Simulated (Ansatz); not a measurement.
Energy needed to pull apart BSiH₄ (SMILES B[SiH2]), doublet, into free ground-state atoms, from the structure below (displaced at random from a GFN2-xTB minimum); no zero-point or spin–orbit terms; open-shell atoms are treated unrestricted, in their ground-state multiplicity.

B1  (-0.039, -0.989, 0.150)
Si2  (-0.059, 0.826, -0.047)
H3  (-0.801, -1.575, 0.852)
H4  (0.787, -1.768, -0.474)
H5  (0.786, 1.629, -1.032)
H6  (-0.786, 1.984, 0.468)
(Å)

Program: Ansatz 0.2.0. Basis: def2-TZVPP. Cores are frozen in the correlated methods; orbitals are unrestricted.

```tsv
method	atomization energy (kcal/mol)
PBE-D4	399.3
BLYP-D4	397.2
r2SCAN-D4	403.5
PBE0-D4	397.8
HSE06-D4	398.0
wB97M-V	398.7
HF	?
MP2	383.5
CCSD	?
CCSD(T)	386.4
```

Problem. What does CCSD give? (Judge from chemistry; the value comes from the calculation.)

Solution. By the calculation: 383.4 kcal/mol, which is about 3.0 kcal/mol less than CCSD(T)/def2-TZVPP.

Problem. What does HF give? (To be estimated.)

Solution. The calculation gives: 310.0 kcal/mol, which is about 76.3 kcal/mol less than CCSD(T)/def2-TZVPP.

In triple zeta the MP2 and coupled-cluster atomization energies are still short of their basis limit by a few kcal/mol a bond, whereas those of the functionals are nearly converged, so these differences are not deviations from converged CCSD(T).

No T1 diagnostic of these runs exceeds 0.015. ⟨S²⟩ of the unrestricted Hartree–Fock references: 0.76 (a pure state has 0.75).

For scale, one of the runs: CCSD(T)/def2-TZVPP forces, 129 basis functions (an equivalent command: `ansatz run in.yaml --threads 4`). Time: 33 s of wall clock on 4 CPU threads; the host was shared. Peak host memory: 2.3 GiB.
